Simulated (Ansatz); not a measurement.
**H2S, singlet along the distance S1-H3**

Starting geometry (PBE0/def2-TZVP stationary point for this spin, not checked as a minimum):

```yaml
atoms:
  - { symbol: S, position_ang: [0.0000, -0.0550, 0.0000] }
  - { symbol: H, position_ang: [0.0000, 0.8742, -0.9672] }
  - { symbol: H, position_ang: [0.0000, 0.8742, 0.9672] }
```

From there H3 moves along the line of the two atoms named below, all else staying in place; atoms are numbered as listed. Energies are in kJ/mol, counted from the starting geometry at the same level. Kohn–Sham curves are unrestricted where that lies lower.

Basis 6-31G; Ansatz 0.2.0. Correlated methods freeze the noble-gas cores.

Unrestricted Kohn–Sham rows aren't spin-pure: their determinants' ⟨S²⟩ exceeds S(S+1) by up to 1.00, so they mix in states of higher spin.

Full CI is exact within this basis and frozen core; it isn't the basis-set limit.

```tsv
distance S1-H3 (Å)	B3LYP
1.096	149.9
1.183	59.4
1.341	0.0
1.460	4.5
1.598	35.0
1.808	102.5
2.165	223.9
2.471	291.1
2.981	332.0
3.650	344.3
4.491	346.9
```

Q: Estimate the full CI curve in 6-31G from this one, knowing how B3LYP differs from it in such a basis.

A: The computed full CI values, in kJ/mol from the starting point, and the difference of B3LYP against them:
```tsv
distance S1-H3 (Å)	full CI	B3LYP less full CI
1.096	153.6	-3.7
1.183	61.5	-2.1
1.341	0.0	0.0
1.460	2.4	2.1
1.598	29.1	5.9
1.808	87.3	15.2
2.165	182.3	41.6
2.471	238.6	52.5
2.981	282.5	49.5
3.650	295.9	48.4
4.491	298.0	48.9
```

B3LYP at 4.491 Å lies 48.9 kJ/mol (16 %) above the reference in this basis.

In so small a basis the reference is far from its limit while semilocal and hybrid functionals are nearer theirs, so the functionals' errors here hold much of the reference's basis and frozen-core error, which can add to them or hide them. The set has no polarisation functions, which weighs most on the reference.
